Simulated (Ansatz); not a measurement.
Worked example: correlation energy of AsH2⁻, singlet

Geometry: a PBE0/def2-TZVPD stationary point for this spin, not checked as a minimum.

```xyz
3

As    0.0000   -0.0283    0.0000
H     0.0000    1.0529   -1.0973
H     0.0000    1.0529    1.0972
```

Basis aug-cc-pVDZ; Ansatz 0.2.0. Correlated methods freeze the noble-gas cores and the filled d shells of p-block atoms, which leaves 8 electrons in 40 orbitals. Prefix R: restricted or restricted open-shell reference. No spin–orbit coupling is included, and no scalar relativity.

Full CI isn't at hand for all of this; RCCSDTQ serves as the reference, and is uncertain by about the last step of the cluster series.

Runs differ by some tens of microhartree through their thresholds, so steps under 0.03 kcal/mol mean nothing.

```tsv
level	total energy (hartree)
RHF	-2235.319976
RMP2	-2235.455646
RCCSD	-2235.479055
RCCSD(T)	-2235.484501
RCCSDT	-2235.485226
RCCSDT(Q)	-2235.485537
RCCSDTQ	-2235.485559
```

Q: What is the correlation energy at RCCSDTQ, and what share of it do RMP2 and RCCSD recover?

A: E(corr) = -2235.485559 − (-2235.319976) = -0.165583 hartree = -4.506 eV. RMP2: -0.135670 / -0.165583 = 81.93 %. RCCSD: -0.159079 / -0.165583 = 96.07 %.

Q: By how many kcal/mol does RCCSD(T) miss RCCSDTQ (1 hartree = 627.509 kcal/mol), and which steps make up the rest?

A: -2235.484501 − (-2235.485559) = 0.001058 hartree = 0.66 kcal/mol. Steps: RCCSDT − RCCSD(T) = -0.45, RCCSDT(Q) − RCCSDT = -0.20, RCCSDTQ − RCCSDT(Q) = -0.01 kcal/mol. That is within 1 kcal/mol of the reference in this basis, which itself misses far more of the correlation at the basis-set limit.
